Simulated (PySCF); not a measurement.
Compound: C4H5NO.
SMILES: `O=C/C(C=C)=N\[H]`

Torsions of this conformer, `[H]/[N:4]=[C:3](/[CH:2]=[CH2:1])[CH:5]=[O:6]`: C1–C2–C3–N4 0°, C2–C3–C5–O6 180°.

The closed-shell ground state was solved at several levels (PySCF, density fitting, gas phase, non-relativistic). The structure is a single GFN2-xTB conformer in the gas phase; no vibrational or solvent corrections.

```csv
level,basis functions,HOMO (eV),LUMO (eV),gap (eV),dipole (D)
B3LYP/pcJ-1,212,-7.46,-2.96,4.50,2.53
wB97X-D/def2-SVPD,163,-9.71,-1.10,8.61,2.70
```

**Question.** What might PBE0/pcSseg-1 (127 basis functions) give for the same quantities?

**Answer.** HOMO -7.70 eV, LUMO -2.76 eV, gap 4.94 eV, dipole 2.52 D.

**Question.** Over all these levels, which gives the widest orbital gap and which the narrowest?

**Answer.** wB97X-D/def2-SVPD (range-separated hybrid) has the widest, 8.61 eV, and B3LYP/pcJ-1 (global hybrid, 20 % exact exchange) the narrowest, 4.50 eV. Functional and basis both differ between the two, so the spread mixes both effects.

**Question.** How far do the dipole and the HOMO energy spread over the levels?

**Answer.** The dipole runs from 2.52 to 2.70 D (mean 2.58 D) and the HOMO from -9.71 to -7.46 eV.
